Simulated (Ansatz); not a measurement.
CsCl-type TlCl, treated with LDA (PAW; Ansatz, a quantum-chemistry and plane-wave program).

Settings: plane-wave cutoff 520 eV, 8×8×8 k mesh, perturbation theory, force constants from a 4×4×4 q mesh, scalar-relativistic PAW data made under PBE.

Computed at the level's own relaxed cell. Harmonic vibrational thermodynamics at fixed volume:

| T (K) | S_vib (J/K per mol of atoms) | C_V (J/K per mol of atoms) | F_vib (eV/atom) |
|---|---|---|---|
| 100 | 28.60 | 21.98 | -0.0004 |
| 200 | (withheld) | (withheld) | (withheld) |
| 300 | (withheld) | (withheld) | (withheld) |
| 500 | (withheld) | (withheld) | (withheld) |
| 600 | (withheld) | (withheld) | (withheld) |
| 800 | (withheld) | (withheld) | (withheld) |
| 900 | (withheld) | (withheld) | (withheld) |

Q: Some entries are withheld; supply them.

A: 
- 200, S_vib (J/K per mol of atoms): 44.72
- 200, C_V (J/K per mol of atoms): 24.12
- 200, F_vib (eV/atom): -0.0392
- 300, S_vib (J/K per mol of atoms): 54.60
- 300, C_V (J/K per mol of atoms): 24.57
- 300, F_vib (eV/atom): -0.0910
- 500, S_vib (J/K per mol of atoms): 67.22
- 500, C_V (J/K per mol of atoms): 24.81
- 500, F_vib (eV/atom): -0.2184
- 600, S_vib (J/K per mol of atoms): 71.75
- 600, C_V (J/K per mol of atoms): 24.85
- 600, F_vib (eV/atom): -0.2905
- 800, S_vib (J/K per mol of atoms): 78.90
- 800, C_V (J/K per mol of atoms): 24.89
- 800, F_vib (eV/atom): -0.4470
- 900, S_vib (J/K per mol of atoms): 81.83
- 900, C_V (J/K per mol of atoms): 24.90
- 900, F_vib (eV/atom): -0.5303

The crystal is taken as a harmonic solid at every temperature: melting, phase changes and thermal expansion are not seen.

Note: the run warned that the k mesh is coarse for the response to a field.
